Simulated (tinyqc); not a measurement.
Worked calculation: RKS/LDA (VWN5) in the sto-3g basis, for BH, spin multiplicity 1. Computed by tinyqc, a small Python program that keeps every step (integrals from PySCF). Settings: charge = 0, multiplicity = 1, basis = sto-3g, energy threshold = 1e-08, iteration cap = 88, orthogonalisation = symmetric, start = core, DIIS depth = 8, method = RKS, functional = lda,vwn, grid = [30, 26]. Command: `OMP_NUM_THREADS=1 python tinyqc.py 25445 25446 out.jsonl` (the two numbers bound the seeds that draw the settings). One thread of a shared host (Intel(R) Xeon(R) Processor @ 2.60GHz), about 0.4 s of CPU time with the checks. Later iterations appear only in the table of the cycle.

## One-electron integrals

Geometry (angstrom):
```
atom        x        y        z
B     0.00000  0.00000  0.00000
H     0.00000  0.00000  1.66800
```

Basis sto-3g: exponents (1/bohr^2) and contraction coefficients of normalised primitives:
```
element  l (shell)  exponent  coefficient
B            s (1)  48.79111      0.15433
B            s (1)   8.88736      0.53533
B            s (1)   2.40527      0.44463
B            s (2)   2.23696     -0.09997
B            s (2)   0.51982      0.39951
B            s (2)   0.16906      0.70012
B            p (3)   2.23696      0.15592
B            p (3)   0.51982      0.60768
B            p (3)   0.16906      0.39196
H            s (1)   3.42525      0.15433
H            s (1)   0.62391      0.53533
H            s (1)   0.16886      0.44463
```

Overlap, kinetic and nuclear-attraction integrals over the contracted functions; the nuclear repulsion is the sum of Za Zb / Rab.

nuclear repulsion = 1.5862626 hartree

overlap S, lower triangle:
```
          1B 1s    1B 2s   1B 2px   1B 2py   1B 2pz    2H 1s
1B 1s   1.00000
1B 2s   0.26933  1.00000
1B 2px  0.00000  0.00000  1.00000
1B 2py  0.00000  0.00000  0.00000  1.00000
1B 2pz  0.00000  0.00000  0.00000  0.00000  1.00000
2H 1s   0.02292  0.26391  0.00000  0.00000  0.31293  1.00000
```

kinetic energy T (hartree), lower triangle:
```
           1B 1s    1B 2s   1B 2px   1B 2py   1B 2pz    2H 1s
1B 1s   10.82630
1B 2s   -0.04797  0.35917
1B 2px   0.00000  0.00000  1.12388
1B 2py   0.00000  0.00000  0.00000  1.12388
1B 2pz   0.00000  0.00000  0.00000  0.00000  1.12388
2H 1s   -0.00656  0.01128  0.00000  0.00000  0.06353  0.76003
```

nuclear attraction V (hartree), lower triangle:
```
            1B 1s     1B 2s    1B 2px    1B 2py    1B 2pz     2H 1s
1B 1s   -23.46464
1B 2s    -3.22481  -4.08737
1B 2px    0.00000   0.00000  -4.03748
1B 2py    0.00000   0.00000   0.00000  -4.03748
1B 2pz   -0.00946  -0.09392   0.00000   0.00000  -4.09582
2H 1s    -0.27608  -0.84581   0.00000   0.00000  -0.93897  -2.80983
```

core Hamiltonian H = T + V (hartree), lower triangle:
```
            1B 1s     1B 2s    1B 2px    1B 2py    1B 2pz     2H 1s
1B 1s   -12.63834
1B 2s    -3.27277  -3.72820
1B 2px    0.00000   0.00000  -2.91360
1B 2py    0.00000   0.00000   0.00000  -2.91360
1B 2pz   -0.00946  -0.09392   0.00000   0.00000  -2.97193
2H 1s    -0.28264  -0.83454   0.00000   0.00000  -0.87544  -2.04980
```

## Two-electron integrals

Functions are numbered as in S; the eight-fold symmetry (ij|kl) = (ji|kl) = (kl|ij) leaves the list below.

Two-electron integrals (ij|kl) in chemists' order, unique and non-zero (hartree):
```
(11|11) 2.92351   (21|11) 0.51838   (21|21) 0.10926   (22|11) 0.74423
(22|21) 0.19318   (22|22) 0.54480   (31|31) 0.02026   (32|31) 0.03000
(32|32) 0.12035   (33|11) 0.74249   (33|21) 0.19324   (33|22) 0.54468
(33|33) 0.58677   (41|41) 0.02026   (42|41) 0.03000   (42|42) 0.12035
(43|43) 0.03163   (44|11) 0.74249   (44|21) 0.19324   (44|22) 0.54468
(44|33) 0.52351   (44|44) 0.58677   (51|51) 0.02026   (52|51) 0.03000
(52|52) 0.12035   (53|53) 0.03163   (54|54) 0.03163   (55|11) 0.74249
(55|21) 0.19324   (55|22) 0.54468   (55|33) 0.52351   (55|44) 0.52351
(55|55) 0.58677   (61|11) 0.04391   (61|21) 0.00922   (61|22) 0.01638
(61|33) 0.01631   (61|44) 0.01631   (61|51) 0.00064   (61|52) 0.00120
(61|55) 0.01652   (61|61) 0.00080   (62|11) 0.13382   (62|21) 0.03544
(62|22) 0.11391   (62|33) 0.11046   (62|44) 0.11046   (62|51) 0.00382
(62|52) 0.02579   (62|55) 0.12070   (62|61) 0.00319   (62|62) 0.03725
(63|31) 0.00310   (63|32) 0.01549   (63|53) 0.00450   (63|63) 0.00346
(64|41) 0.00310   (64|42) 0.01549   (64|54) 0.00450   (64|64) 0.00346
(65|11) 0.13859   (65|21) 0.03711   (65|22) 0.12561   (65|33) 0.11930
(65|44) 0.11930   (65|51) 0.00637   (65|52) 0.04042   (65|55) 0.13810
(65|61) 0.00345   (65|62) 0.04759   (65|65) 0.06300   (66|11) 0.31656
(66|21) 0.08520   (66|22) 0.31064   (66|33) 0.29472   (66|44) 0.29472
(66|51) 0.00924   (66|52) 0.08613   (66|55) 0.34200   (66|61) 0.00771
(66|62) 0.14135   (66|65) 0.19416   (66|66) 0.77461
```

## Orthogonalisation

S = U s U^T; symmetric (Loewdin) form X = U s^(-1/2) U^T, so that X^T S X = 1.

eigenvalues of S: 0.55581  0.80444  1.00000  1.00000  1.17653  1.46322

X, lower triangle:
```
           1B 1s     1B 2s   1B 2px   1B 2py    1B 2pz    2H 1s
1B 1s    1.02948
1B 2s   -0.14578   1.06083
1B 2px   0.00000   0.00000  1.00000
1B 2py   0.00000   0.00000  0.00000  1.00000
1B 2pz  -0.00528   0.03672  0.00000  0.00000   1.04201
2H 1s    0.01873  -0.15265  0.00000  0.00000  -0.17562  1.07258
```

## Starting guess

The start is the orbitals of the core Hamiltonian; D = 2 C_occ C_occ^T.

D at the start, lower triangle:
```
           1B 1s     1B 2s   1B 2px   1B 2py    1B 2pz    2H 1s
1B 1s    2.15998
1B 2s   -0.59694   2.22461
1B 2px   0.00000   0.00000  0.00000
1B 2py   0.00000   0.00000  0.00000  0.00000
1B 2pz  -0.01892   0.08139  0.00000  0.00000   2.09666
2H 1s    0.04136  -0.13915  0.00000  0.00000  -0.17742  0.02290
```

## Iteration 1: exchange-correlation on the grid

Becke grid with 30 radial and 26 angular points per atom, points of zero weight dropped. rho = sum D_ij phi_i phi_j; V_xc,ij = sum w v_xc phi_i phi_j; v_xc is d(rho eps)/d rho.

The 8 grid points with the largest w rho, of 1543 (bohr, atomic units):
```
x              y         z        w      rho    eps_xc      v_xc
0.00000  0.00000  -1.74991  0.60890  0.10934  -0.40722  -0.53240
0.00000  0.00000  -1.43953  0.35858  0.18254  -0.47690  -0.62424
0.00000  0.00000   1.43953  0.32729  0.18270  -0.47703  -0.62441
0.00000  0.00000   1.17026  0.20122  0.27009  -0.53839  -0.70538
0.00000  0.00000  -2.10561  1.00794  0.05377  -0.32764  -0.42768
0.00000  0.00000  -1.17026  0.20486  0.26276  -0.53381  -0.69933
0.00000  0.00000   1.74991  0.41938  0.10288  -0.39968  -0.52246
0.00000  0.00000   0.93839  0.11261  0.35493  -0.58606  -0.76833
```

electrons on the grid, sum of w rho = 6.00747

E_xc = sum of w rho eps_xc = -4.2749224 hartree

V_xc (hartree), lower triangle:
```
           1B 1s     1B 2s    1B 2px    1B 2py    1B 2pz     2H 1s
1B 1s   -1.80819
1B 2s   -0.28978  -0.46661
1B 2px   0.00000   0.00000  -0.43859
1B 2py   0.00000   0.00000   0.00000  -0.43859
1B 2pz  -0.00050  -0.00030   0.00000   0.00000  -0.51307
2H 1s   -0.02495  -0.08527   0.00000   0.00000  -0.09005  -0.13513
```

## Iteration 1: building the Kohn-Sham matrix

J_ij = sum D_kl (ij|kl); F = H + J + V_xc; E = tr D H + tr D J / 2 + E_xc + E_nn.

Coulomb J (hartree), lower triangle:
```
          1B 1s     1B 2s   1B 2px   1B 2py   1B 2pz    2H 1s
1B 1s   8.83268
1B 2s   1.80382   3.66307
1B 2px  0.00000   0.00000  3.61742
1B 2py  0.00000   0.00000  0.00000  3.61742
1B 2pz  0.00106  -0.00100  0.00000  0.00000  3.74162
2H 1s   0.15321   0.73352  0.00000  0.00000  0.79950  1.91398
```

Kohn-Sham matrix F (hartree), lower triangle:
```
           1B 1s     1B 2s   1B 2px   1B 2py    1B 2pz     2H 1s
1B 1s   -5.61386
1B 2s   -1.75874  -0.53175
1B 2px   0.00000   0.00000  0.26523
1B 2py   0.00000   0.00000  0.00000  0.26523
1B 2pz  -0.00890  -0.09521  0.00000  0.00000   0.25662
2H 1s   -0.15438  -0.18629  0.00000  0.00000  -0.16599  -0.27095
```

total energy of this density = -23.9036230 hartree

## Iteration 1: diagonalisation and new density

Diagonalise F' = X^T F X, C = X C', fill 3 alpha and 3 beta electrons from the bottom; D = 2 C_occ C_occ^T. Each column has its largest component positive (the first on a tie).

F' = X^T F X (hartree), lower triangle:
```
          1         2        3        4         5         6
1  -5.43818
2  -1.01534  -0.13171
3   0.00000   0.00000  0.26523
4   0.00000   0.00000  0.00000  0.26523
5  -0.01043  -0.04809  0.00000  0.00000   0.32576
6   0.01560  -0.11462  0.00000  0.00000  -0.18102  -0.19581
```

orbital energies (hartree): MO1 -5.62589, MO2 -0.29604, MO3 0.09925, MO4 0.26523, MO5 0.26523, MO6 0.38274

coefficients C:
```
             MO1       MO2       MO3      MO4       MO5       MO6
1B 1s    0.98583  -0.09628  -0.31673  0.00000   0.00000  -0.00364
1B 2s    0.04943   0.22827   1.05563  0.00000   0.00000   0.04860
1B 2px   0.00000   0.00000   0.00000  0.96936  -0.24563   0.00000
1B 2py   0.00000   0.00000   0.00000  0.24563   0.96936   0.00000
1B 2pz   0.00465   0.15232   0.01794  0.00000   0.00000   1.04616
2H 1s   -0.00869   0.86302  -0.48142  0.00000   0.00000  -0.47778
```

D after iteration 1, lower triangle:
```
           1B 1s     1B 2s   1B 2px   1B 2py   1B 2pz    2H 1s
1B 1s    2.16289
1B 2s   -0.61520   2.33780
1B 2px   0.00000   0.00000  0.00000
1B 2py   0.00000   0.00000  0.00000  0.00000
1B 2pz  -0.03153   0.10788  0.00000  0.00000  0.04709
2H 1s    0.12164  -0.62326  0.00000  0.00000  0.24555  1.95331
```

Within a degenerate level the vectors are fixed only up to a rotation; this is one choice.

## Iteration 2: exchange-correlation on the grid

As before.

The 8 grid points with the largest w rho, of 1543 (bohr, atomic units):
```
x                y         z        w      rho    eps_xc      v_xc
0.00000    0.00000   1.74991  0.41938  0.06861  -0.35300  -0.46102
0.00000    0.00000   2.10561  0.28881  0.09887  -0.39483  -0.51608
0.00000    0.00000   1.43953  0.32729  0.07535  -0.36327  -0.47453
0.00000    0.00000  -0.32062  0.00629  3.33841  -1.18571  -1.56239
0.00000    0.32062   0.00000  0.00629  3.32517  -1.18422  -1.56040
-0.32062   0.00000   0.00000  0.00629  3.32517  -1.18422  -1.56040
0.32062    0.00000   0.00000  0.00629  3.32517  -1.18422  -1.56040
0.00000   -0.32062   0.00000  0.00629  3.32517  -1.18422  -1.56040
```

electrons on the grid, sum of w rho = 5.98954

E_xc = sum of w rho eps_xc = -4.1298731 hartree

V_xc (hartree), lower triangle:
```
           1B 1s     1B 2s    1B 2px    1B 2py    1B 2pz     2H 1s
1B 1s   -1.79071
1B 2s   -0.27511  -0.40817
1B 2px   0.00000   0.00000  -0.39878
1B 2py   0.00000   0.00000   0.00000  -0.39878
1B 2pz  -0.00166  -0.02055   0.00000   0.00000  -0.41692
2H 1s   -0.02359  -0.10669   0.00000   0.00000  -0.13074  -0.50292
```

## Iteration 2: building the Kohn-Sham matrix

As before.

Coulomb J (hartree), lower triangle:
```
          1B 1s    1B 2s   1B 2px   1B 2py   1B 2pz    2H 1s
1B 1s   7.99054
1B 2s   1.59019  3.20175
1B 2px  0.00000  0.00000  3.16673
1B 2py  0.00000  0.00000  0.00000  3.16673
1B 2pz  0.02177  0.18031  0.00000  0.00000  3.25858
2H 1s   0.13588  0.77695  0.00000  0.00000  0.91428  2.77426
```

Kohn-Sham matrix F (hartree), lower triangle:
```
           1B 1s     1B 2s    1B 2px    1B 2py    1B 2pz    2H 1s
1B 1s   -6.43851
1B 2s   -1.95769  -0.93462
1B 2px   0.00000   0.00000  -0.14565
1B 2py   0.00000   0.00000   0.00000  -0.14565
1B 2pz   0.01065   0.06584   0.00000   0.00000  -0.13028
2H 1s   -0.17035  -0.16427   0.00000   0.00000  -0.09190  0.22155
```

total energy of this density = -24.2225147 hartree

## Iteration 2: DIIS over 2 matrices

error matrix X^T (FDS - SDF) X:
```
          1         2        3        4         5         6
1   0.00000   0.00085  0.00000  0.00000  -0.00428   0.00007
2  -0.00085   0.00000  0.00000  0.00000  -0.26713   0.09599
3   0.00000   0.00000  0.00000  0.00000   0.00000   0.00000
4   0.00000   0.00000  0.00000  0.00000   0.00000   0.00000
5   0.00428   0.26713  0.00000  0.00000   0.00000  -0.46098
6  -0.00007  -0.09599  0.00000  0.00000   0.46098   0.00000
```

B (overlaps of the stored error matrices):
```
                1               2
1   5.1758733e-01  -3.6022293e-01
2  -3.6022293e-01   5.8617535e-01
```

Minimise |sum c_i e_i|^2 with sum c_i = 1: solve [B -1; -1 0][c; lambda] = [0; -1] with B_ij = tr e_i^T e_j, and take F = sum c_i F_i.

DIIS coefficients: 0.51880  0.48120

extrapolated F (hartree), lower triangle:
```
           1B 1s     1B 2s   1B 2px   1B 2py    1B 2pz     2H 1s
1B 1s   -6.01068
1B 2s   -1.85447  -0.72561
1B 2px   0.00000   0.00000  0.06752
1B 2py   0.00000   0.00000  0.00000  0.06752
1B 2pz   0.00051  -0.01771  0.00000  0.00000   0.07044
2H 1s   -0.16206  -0.17569  0.00000  0.00000  -0.13034  -0.03396
```

## Iteration 2: diagonalisation and new density

As before.

F' = X^T F X (hartree), lower triangle:
```
          1         2        3        4         5        6
1  -5.83439
2  -1.03180  -0.32166
3   0.00000   0.00000  0.06752
4   0.00000   0.00000  0.00000  0.06752
5  -0.00998   0.02054  0.00000  0.00000   0.12332
6   0.01338  -0.12252  0.00000  0.00000  -0.16153  0.05386
```

orbital energies (hartree): MO1 -6.02120, MO2 -0.20598, MO3 -0.02820, MO4 0.06752, MO5 0.06752, MO6 0.27650

coefficients C:
```
             MO1       MO2       MO3      MO4       MO5       MO6
1B 1s    0.98706  -0.26449  -0.16950  0.00000   0.00000  -0.09214
1B 2s    0.04537   0.81918   0.59742  0.00000   0.00000   0.37580
1B 2px   0.00000   0.00000   0.00000  0.98556  -0.16933   0.00000
1B 2py   0.00000   0.00000   0.00000  0.16933   0.98556   0.00000
1B 2pz   0.00218   0.14639  -0.57572  0.00000   0.00000   0.87470
2H 1s   -0.00739   0.39195  -0.55512  0.00000   0.00000  -0.86203
```

D after iteration 2, lower triangle:
```
           1B 1s     1B 2s   1B 2px   1B 2py   1B 2pz    2H 1s
1B 1s    2.14594
1B 2s   -0.54630   2.06007
1B 2px   0.00000   0.00000  0.00000
1B 2py   0.00000   0.00000  0.00000  0.00000
1B 2pz   0.12203  -0.44786  0.00000  0.00000  0.70577
2H 1s   -0.03373  -0.02179  0.00000  0.00000  0.75391  0.92368
```

Within a degenerate level the vectors are fixed only up to a rotation; this is one choice.

## Iteration 8 (converged): orbitals

converged F (hartree), lower triangle:
```
           1B 1s     1B 2s   1B 2px   1B 2py    1B 2pz     2H 1s
1B 1s   -6.16390
1B 2s   -1.89016  -0.79205
1B 2px   0.00000   0.00000  0.00088
1B 2py   0.00000   0.00000  0.00000  0.00088
1B 2pz  -0.00800  -0.03683  0.00000  0.00000   0.00436
2H 1s   -0.16539  -0.18984  0.00000  0.00000  -0.14684  -0.09262
```

As before.

F' = X^T F X (hartree), lower triangle:
```
          1         2        3        4         5         6
1  -5.98749
2  -1.03828  -0.38688
3   0.00000   0.00000  0.00088
4   0.00000   0.00000  0.00000  0.00088
5  -0.01593  -0.00039  0.00000  0.00000   0.05452
6   0.01317  -0.11635  0.00000  0.00000  -0.15492  -0.00732
```

orbital energies (hartree): MO1 -6.17383, MO2 -0.27104, MO3 -0.07933, MO4 0.00088, MO5 0.00088, MO6 0.19703

coefficients C:
```
             MO1       MO2       MO3      MO4       MO5       MO6
1B 1s    0.98755  -0.26315  -0.17391  0.00000   0.00000  -0.08189
1B 2s    0.04378   0.81982   0.61761  0.00000   0.00000   0.34029
1B 2px   0.00000   0.00000   0.00000  0.99830  -0.05836   0.00000
1B 2py   0.00000   0.00000   0.00000  0.05836   0.99830   0.00000
1B 2pz   0.00373   0.18614  -0.56080  0.00000   0.00000   0.87683
2H 1s   -0.00758   0.37356  -0.55966  0.00000   0.00000  -0.86724
```

D after iteration 8, lower triangle:
```
           1B 1s     1B 2s   1B 2px   1B 2py   1B 2pz    2H 1s
1B 1s    2.14950
1B 2s   -0.55982   2.11093
1B 2px   0.00000   0.00000  0.00000
1B 2py   0.00000   0.00000  0.00000  0.00000
1B 2pz   0.10446  -0.38719  0.00000  0.00000  0.69832
2H 1s   -0.01692  -0.07947  0.00000  0.00000  0.76673  0.90565
```

Within a degenerate level the vectors are fixed only up to a rotation; this is one choice.

## Convergence

Stop when the energy changes by less than 1e-08 hartree and every element of the error matrix X^T (F D S - S D F) X is below 3e-05.

Course of the cycle:
```
iteration  E (hartree)     change  largest element of the error matrix
1          -23.9036230          -                             4.31e-01
2          -24.2225147  -3.19e-01                             4.61e-01
3          -24.5470992  -3.25e-01                             3.11e-02
4          -24.5484806  -1.38e-03                             1.35e-02
5          -24.5485750  -9.44e-05                             1.02e-02
6          -24.5486326  -5.76e-05                             3.31e-03
7          -24.5486392  -6.56e-06                             1.87e-05
8          -24.5486392  -1.34e-10                             1.14e-05
```

PySCF RKS in the same basis, fine grid = -24.5525392 hartree

Converged in 8 iterations. The coarse grid moves the energy by +3.90e-03 hartree.

## Populations, bond orders and dipole

Mulliken: Z minus the diagonal of D S on the atom; Loewdin: the same with S^(1/2) D S^(1/2); Mayer order: 2 sum_s sum (D(s) S)_ij (D(s) S)_ji over the two atoms.

Charges (e):
```
atom  Mulliken   Loewdin
1B     0.12422   0.12423
2H    -0.12422  -0.12423
```

Mayer bond orders:
```
pair    order
2-1   0.98457
```

dipole moment about the origin, x y z (debye): 0.00000  0.00000  -0.03384
